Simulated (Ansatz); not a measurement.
## Ca₂Mg₂Mo: from a trial structure to a relaxed crystal

Computed with Ansatz 0.2.0, DFT PBE, scalar-relativistic, plane waves, PAW. Cutoff 420 eV, Γ-centred k mesh, Gaussian smearing, no spin polarisation in the final step.

This is the end of a relaxation of cell and atoms.

```
Ca Mg Mo
1.0
    -2.10417    2.10417    7.34057
     2.10417   -2.10417    7.34057
     2.10417    2.10417   -7.34057
Ca Mg Mo
2 2 1
Direct
  0.25000 0.75000 0.50000
  0.75000 0.25000 0.50000
  0.58571 0.58571 0.00000
  0.41429 0.41429 0.00000
  0.00000 0.00000 0.00000
```

The zero of energy is the elements' standard structures at the same level; no fitted shifts are applied.

(1) What space group does it have?

(2) What is its formation energy per atom?

(3) Is it a metal?

## Answers

(1) I4/mmm (No. 139). Conventional cell: a = 4.208 Å, c = 14.681 Å. Ca is coordinated by 4 Ca at 2.98 Å and 4 Mg at 3.20 Å; Mg is coordinated by 1 Mg at 2.52 Å, 4 Ca at 3.20 Å and 4 Mo at 3.23 Å; Mo is coordinated by 8 Mg at 3.23 Å.

(2) 1.11 eV/atom.

(3) Yes, bands cross the Fermi level on the 12×12×12 mesh.

The final run used a 12×12×12 mesh on its 5-atom cell and 0.10 eV smearing. The k mesh leaves about 4 meV/atom of noise in metals. The cell came from a trial start, so Ca₂Mg₂Mo may not exist in this structure.

Cost: 3 runs of about 2.8 core-minutes in all, on Arm Neoverse V2 (shared hosts).